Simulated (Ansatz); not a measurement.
We consider 1T (CdI2-type) HfS₂, described by LDA (plane waves, PAW; Ansatz, a program for electronic structure).

Settings: plane-wave cutoff 520 eV, 12×12×6 k mesh (along the axes of the cell as run), Fermi–Dirac smearing 0.01 eV, scalar-relativistic PAW data made under PBE.

Starting structure:

```
CELL_PARAMETERS angstrom
      3.63000     0.00000     0.00000
     -1.81500     3.14367     0.00000
      0.00000     0.00000     5.85000
ATOMIC_POSITIONS crystal
  Hf 0.00000 0.00000 0.00000
  S  0.33333 0.66667 0.25000
  S  0.66667 0.33333 0.75000
```

**Question.** Into what structure does the relaxation of cell and atoms lead at this level, with the symmetry of the start kept?

**Answer.** The volume shrinks by 6.8 %; final space group P-3m1.
```
CELL_PARAMETERS angstrom
      3.55594     0.00000     0.00000
     -1.77797     3.07953     0.00000
      0.00000     0.00000     5.68084
ATOMIC_POSITIONS crystal
  Hf 0.00000 0.00000 0.00000
  S  0.33333 0.66667 0.25456
  S  0.66667 0.33333 0.74544
```
